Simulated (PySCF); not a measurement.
## Potential energy of SO along the bond

Set-up: basis S 6-311G(d,p), O 6-311G(d,p); no relativity; PySCF 2.14. Energies in eV from S + O in their ground configurations at the same level. State: ³Σ⁻ (triplet), unpaired electrons π ↑↑.

```csv
R (Å),PBE0,UHF,BLYP,BP86
1.293,-3.162,-0.370,-3.222,-3.499
1.353,-4.150,-1.230,-4.309,-4.570
1.413,-4.688,-1.634,-4.950,-5.194
1.458,-4.876,-1.719,-5.219,-5.448
1.503,-4.927,-1.664,-5.352,-5.565
1.548,-4.873,-1.502,-5.381,-5.577
1.608,-4.680,-1.168,-5.299,-5.472
1.683,-4.307,-0.629,-5.063,-5.208
1.774,-3.746,0.068,-4.664,-4.774
1.894,-2.915,0.803,-4.035,-4.100
```

Problem. Put a parabola through the three lowest points of the PBE0 curve and estimate Re, k and ωe (reduced mass 10.66 u; 1 eV/Å² = 0.16022 mdyn/Å; ωe = 1302.8·√(k/μ) cm⁻¹).

Solution. Through R = 1.458, 1.503, 1.548 Å the second-order coefficient is 25.9 eV/Å², so Re ≈ 1.502 Å, k ≈ 8.31 mdyn/Å and ωe ≈ 1150 cm⁻¹. A polynomial fit of higher order to the unrounded PBE0 energies gives Re = 1.500 Å, k = 8.39 mdyn/Å, ωe = 1156 cm⁻¹; anharmonicity and rounding make the difference.

The higher-order fit for each curve: PBE0: Re = 1.500 Å, ωe = 1156 cm⁻¹, De = 4.93 eV; UHF: Re = 1.461 Å, ωe = 1310 cm⁻¹, De = 1.72 eV; BLYP: Re = 1.540 Å, ωe = 1020 cm⁻¹, De = 5.38 eV; BP86: Re = 1.531 Å, ωe = 1052 cm⁻¹, De = 5.58 eV.

The state was picked by a PBE0 search and need not be the measured ground state.
